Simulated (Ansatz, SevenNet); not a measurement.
## How the lattice constant a of cubic perovskite KTaO3 moves with the method

No measured value is used here.

| level (code) | value (Å) |
|---|---|
| SevenNet-l3i5 | 4.031 |
| LDA (Ansatz) | 3.952 |
| PBE (Ansatz) | ___ |
| rVV10 (Ansatz) | 4.032 |
| r²SCAN+SOC (Ansatz) | 3.989 |
| PBE0 (Ansatz) | 3.986 |
| Hartree–Fock (Ansatz) | ___ |

Task: Fill in the missing entries.

Result: 
- PBE (Ansatz, a program for electronic structure), value (Å): 4.025
- Hartree–Fock (Ansatz), value (Å): 3.992

Density-functional levels without +SOC have no spin–orbit coupling. Cutoffs and k meshes differ between the levels. Ansatz's density-functional and Hartree–Fock values are scalar-relativistic unless marked +SOC, with PAW data made under PBE.

Machine-learned potentials (SevenNet-l3i5) are trained on DFT data: a solid inside that data is no test of them.
